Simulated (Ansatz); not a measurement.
`C#CC(C)(C)F`. The species carries charge 0 and has multiplicity 1.

```xyz
13

C     0.2337   -0.3392   -2.4759
C     0.2215   -0.3428   -1.2768
C     0.1875   -0.3165    0.1862
C     0.9262    0.8953    0.7229
C    -1.2390   -0.4026    0.6959
F     0.8621   -1.4516    0.6500
H     0.2503   -0.3453   -3.5403
H     0.4473    1.8132    0.3794
H     1.9595    0.8882    0.3758
H     0.9137    0.8726    1.8141
H    -1.8158    0.4575    0.3532
H    -1.2327   -0.4166    1.7873
H    -1.7142   -1.3121    0.3282
```

Q: List the harmonic frequencies (cm⁻¹, unscaled) at PBE0-D4/def2-TZVP in Ansatz. (Estimate.)

A: Computed: 178, 181, 220, 265, 347, 392, 412, 568, 570, 680, 722, 728, 905, 938, 981, 1018, 1191, 1230, 1268, 1390, 1407, 1465, 1471, 1483, 1496, 2242, 3064, 3068, 3147, 3153, 3158, 3159, 3481.

Q: Is this a minimum?

A: Yes, all 33 modes are real.

Q: Give the ideal-gas thermochemistry at 298.15 K and 1 bar (rigid rotor, harmonic oscillator; point group Cs, symmetry number 1).

A: Zero-point energy 275.0 kJ/mol; H(298) − E = 295.7 kJ/mol; entropy 333.7 J/(mol·K), of which translation 164.4, rotation 111.2, vibration 58.1; G(298) − E = 196.2 kJ/mol.
